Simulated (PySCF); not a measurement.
**EPR parameters of CHO**

Compound: CHO (doublet state).
Cartesian coordinates in Å at the GFN2-xTB level; atoms count from 1:
```
atom  x, y, z in Å
C1    -0.0331    0.3353   -0.0028
O2     1.0431   -0.1488   -0.0115
H3    -0.9985   -0.1890    0.0018
```

Identity: `[CH]=O` [radical].

Level of theory: UKS B3LYP, pcH-1 on C H O, non-relativistic, mean-field spin-orbit, GIAO (PySCF 2.14.0). Isolated species at its GFN2-xTB geometry, gas phase. Couplings are sensitive to structure, and on GFN2-xTB geometries they can be far from those on DFT ones.

| Item | Value |
| --- | --- |
| g1, g2, g3 | 1.99403, 2.00205, 2.00460 |
| g_iso | 2.00022 |
| Form of g | rhombic: the two nearest values differ by 24 % of g3 − g1 |
| ⟨S²⟩ | 0.7526 (exact 0.7500) |
| α and β electrons | 8, 7 |
| Total energy | -113.86138 Eh |

Isotropic coupling and dipolar principal values T1 to T3, in MHz:

| atom | isotope | a_iso | T1 | T2 | T3 | Mulliken spin population |
| --- | --- | --- | --- | --- | --- | --- |
| C1 | 13C | 392.3 | -50.3 | -46.5 | 96.8 | 0.60 |
| O2 | 17O | -35.7 | -117.8 | 55.2 | 62.6 | 0.26 |
| H3 | 1H | 341.8 | -17.5 | -6.5 | 24.0 | 0.14 |

The largest Mulliken spin populations are on C1 (+0.60), O2 (+0.26) and H3 (+0.14).

Axes: g1 points within 15° of the C1–O2 bond and g3 is normal to the molecular plane.

Under fast tumbling the dipolar parts average out, and these isotropic splittings remain: 1 × 1H (H3, I = 1/2, 2 lines) with 12.21 mT.

The 17O coupling of O2 (-35.7 MHz) shows only in satellite lines or after enrichment, since that isotope makes up about 0.038 % of natural oxygen.

The 13C coupling of C1 (392.3 MHz) shows only in satellite lines or after enrichment, since that isotope makes up about 1.07 % of natural carbon.

The run took 2.0 s on x86-64 server, one thread, no GPU, on a shared host.
